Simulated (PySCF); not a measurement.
# C5H11F (2-fluoro-2-methylbutane): the cost of one run

Programs: PySCF 2.14.0, with routines of our own; each step states its level. All values are computed. Atoms count from 0.

### 1 The system as given

17 atoms, charge 0, multiplicity 1; geometry from: GFN2-xTB.

### 2 Optimising the geometry at PBE0-D3(BJ)/def2-SVP

Job settings and geometry (Å):

```
{"job": {"xc": "PBE0", "basis": "def2-SVP", "d3": "d3bj", "grid": 2, "kind": "geom"}, "charge": 0, "multiplicity": 1}
C      1.919878    -0.737522     0.107101
C      0.833391     0.180150     0.657778
C     -0.362130     0.359045    -0.286071
C     -1.009844    -0.959427    -0.694297
C     -1.388907     1.315080     0.315296
F      0.118438     0.961516    -1.454641
H      1.578619    -1.768384     0.058979
H      2.796719    -0.699705     0.749275
H      2.210030    -0.415512    -0.890177
H      1.263239     1.168555     0.835033
H      0.463606    -0.203459     1.610028
H     -0.320123    -1.548583    -1.291711
H     -1.897137    -0.765393    -1.292218
H     -1.292861    -1.524604     0.188829
H     -1.827006     0.877954     1.207862
H     -0.915510     2.258761     0.575829
H     -2.177401     1.513557    -0.406805
```

Run with:

```console
> OMP_NUM_THREADS=1 python excited_run.py task.json out
```

This one command runs all jobs of the session in turn.

Q: Estimate the wall time and peak memory of this first job on 1 thread of Intel Xeon 6975P-C, shared host.

About 25 s, with a peak of 0.75 GiB.
